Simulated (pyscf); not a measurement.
Four-centre exchange: `[CH3][Se][CH3]` + `[H][H]` -> `[CH4]` + `[CH3][SeH]`

Gas phase, singlet surface, charge 0. Bonds broken: C1–Se2, H10–H11. Bonds formed: C1–H10, Se2–H11. Optimised with ωB97X-D3(BJ)/def2-SVP in PySCF.

Transition state (Å):

```xyz
11

C     -2.8468     0.9507     0.0755
Se    -0.3449     0.2883     0.3161
C      1.2069    -0.5882    -0.5077
H     -3.4783     0.2442     0.6252
H     -2.6854     0.6439    -0.9588
H     -3.1896     1.9910     0.1336
H      2.0215    -0.5321     0.2344
H      1.0108    -1.6489    -0.7217
H      1.5358    -0.0647    -1.4172
H     -1.9954     1.2654     1.3200
H     -1.2211     1.2101     1.8017
```

One imaginary mode, 1350i cm⁻¹; descent along it reached the two sides named.

```
bond     change  reactant side (Å)  saddle  product side
-------  ------  -----------------  ------  ------------
C1–Se2   breaks              1.934   2.599           3.6
H10–H11  breaks              0.762   0.914           2.8
C1–H10    forms                3.5   1.540         1.101
Se2–H11   forms                3.2   1.956         1.466
```

Electronic energies relative to the separated reactants (eV):

| level | barrier | reaction energy | reverse barrier |
|---|---|---|---|
| ωB97X-D3(BJ)/def2-TZVP | 3.93 | -0.65 | 4.58 |
| PBE/def2-TZVP | 3.08 | -0.70 | 3.78 |
| r²SCAN/def2-TZVP | 3.38 | -0.70 | 4.09 |
| B3LYP-D3(BJ)/def2-TZVP | 3.43 | -0.71 | 4.13 |
| PBE0-D3(BJ)/def2-TZVP | 3.50 | -0.70 | 4.20 |
| M06-2X/def2-TZVP | 3.85 | -0.64 | 4.49 |
| ωB97M-D3(BJ)/def2-TZVP | 3.77 | -0.73 | 4.50 |
| HF/def2-TZVP | 4.81 | -0.92 | 5.73 |

With ωB97M-D3(BJ)/def2-TZVP energies and thermal terms (ideal gas, 1 atm, RRHO with modes under 100 cm⁻¹ raised to 100, one conformer, R ln 2 for chiral ones without a mode under 150 cm⁻¹), in eV:

| T (K) | ΔH‡ | ΔG‡ | ΔH | ΔG |
|---|---|---|---|---|
| 298 | 3.71 | 4.02 | -0.62 | -0.70 |
| 600 | 3.70 | 4.34 | -0.68 | -0.75 |
| 900 | 3.71 | 4.67 | -0.72 | -0.78 |
| 1200 | 3.72 | 4.98 | -0.75 | -0.79 |

From the product side, CH₃• + SeH• + CH₄ lies, by one bond made or cut, 1.50 eV under this saddle at ωB97M-D3(BJ)/def2-TZVP. The same reactants have a lower exit, to CH₃• + H₃C–Se• + H₂ (no saddle counted: cutting one bond costs +2.98 eV at ωB97M-D3(BJ)/def2-TZVP, against +3.77 eV here). This is the saddle that the search found; another between the same sides may lie lower. A restricted solution here is unstable towards spin polarisation, so biradical character is likely and single-reference numbers are less safe. Elements up to Kr have no core potential and no relativistic terms here.
